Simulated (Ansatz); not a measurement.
Relaxation of AlClH3 (5 atoms, charge 0, multiplicity 2), to a largest force component of 0.03 eV/Å in at most 50 steps.

Method: UKS PBE-D4/def2-TZVP (Ansatz 0.2.0).

```xyz
5
Properties=species:S:1:pos:R:3:forces:R:3
Al 0.000 0.000 -0.309 0.00 0.00 0.08
H 0.000 0.000 2.445 0.00 0.00 0.62
H 1.406 0.000 -1.099 -0.06 0.00 0.04
H -1.406 0.000 -1.099 0.06 0.00 0.04
Cl 0.000 0.000 3.792 0.00 0.00 -0.77
```

**Question.** Where does it end, and by what steps?

**Answer.** The forces met the threshold. After 5 steps the energy has fallen by 0.046 eV; H2 moved furthest, 0.28 Å.

```csv
step,energy less start (eV),largest force component (eV/Å),accepted
0,0.0000,0.773,yes
1,-0.0392,0.112,yes
2,-0.0433,0.261,yes
3,-0.0446,0.170,yes
4,-0.0457,0.049,yes
5,-0.0459,0.004,yes
```

```xyz
5
Properties=species:S:1:pos:R:3
Al 0.000 0.000 -0.133
H 0.000 0.000 2.164
H 1.406 0.000 -0.908
H -1.406 0.000 -0.908
Cl 0.000 0.000 3.516
```

Whether the end is a true minimum wasn't checked by a vibrational analysis.

Run time: 2.1 s on 4 threads of AMD EPYC 9R45 96-Core Processor (Zen 5) (shared host), peak memory 0.18 GiB.
